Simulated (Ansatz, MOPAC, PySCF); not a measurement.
Breaking a bond: SMILES CC#N. The C2–N6 bond (C2 also carries C; N6 carries nothing else) is pulled apart rigidly from the PBE0/def2-TZVP optimised geometry.

Computed with: AM1, restricted, heats of formation (MOPAC); UKS-B3LYP/LANL2DZ = unrestricted B3LYP/LANL2DZ run with PySCF 2.14.0; UCCSD(T) = CCSD(T) on UHF/cc-pVTZ, frozen core (Ansatz, a quantum-chemistry and plane-wave program).

Energies relative to the lowest point of each curve near equilibrium, in kcal/mol:

```json
[
 {"R / Å": "0.92", "AM1": "138.8", "UKS-B3LYP/LANL2DZ": "159.7"},
 {"R / Å": "0.96", "AM1": "91.5", "UKS-B3LYP/LANL2DZ": "103.6"},
 {"R / Å": "1.03", "AM1": "35.4", "UKS-B3LYP/LANL2DZ": "40.8"},
 {"R / Å": "1.15", "AM1": "0.0", "UKS-B3LYP/LANL2DZ": "1.3"},
 {"R / Å": "1.18", "AM1": "0.2", "UKS-B3LYP/LANL2DZ": "0.0"},
 {"R / Å": "1.24", "AM1": "8.5", "UKS-B3LYP/LANL2DZ": "4.1"},
 {"R / Å": "1.28", "AM1": "18.8", "UKS-B3LYP/LANL2DZ": "10.4"},
 {"R / Å": "1.55", "AM1": "135.5", "UKS-B3LYP/LANL2DZ": "85.2"},
 {"R / Å": "2.35", "AM1": "334.3", "UKS-B3LYP/LANL2DZ": "220.4"},
 {"R / Å": "2.54", "AM1": "342.5", "UKS-B3LYP/LANL2DZ": "224.6"},
 {"R / Å": "3.10", "AM1": "355.9", "UKS-B3LYP/LANL2DZ": "227.3"},
 {"R / Å": "3.46", "AM1": "361.0", "UKS-B3LYP/LANL2DZ": "227.9"}
]
```

### Question
Predict the corresponding UCCSD(T) column.

### Answer
0.92: 135.7; 0.96: 85.5; 1.03: 30.7; 1.15: 0.0; 1.18: 0.2; 1.24: 7.1; 1.28: 15.3; 1.55: 96.8; 2.35: 231.0; 2.54: 236.5; 3.10: 240.7; 3.46: 241.2 (kcal/mol).

The restricted form behind AM1 keeps the bonding electrons paired and can't separate into open-shell fragments. The unrestricted solution behind UKS-B3LYP/LANL2DZ changes between 1.71 and 1.90 Å, which can leave a kink. The unrestricted determinant behind UKS-B3LYP/LANL2DZ is spin-contaminated at 1.55 to 4.05 Å (<S²> up to 2.0, against 0.00 for a pure singlet). The unrestricted solution behind UCCSD(T) changes between 1.32 and 1.43 Å and between 1.71 and 1.90 Å, which can leave a kink. The unrestricted determinant behind UCCSD(T) is spin-contaminated at 1.24 to 4.05 Å (<S²> up to 3.0, against 0.00 for a pure singlet).
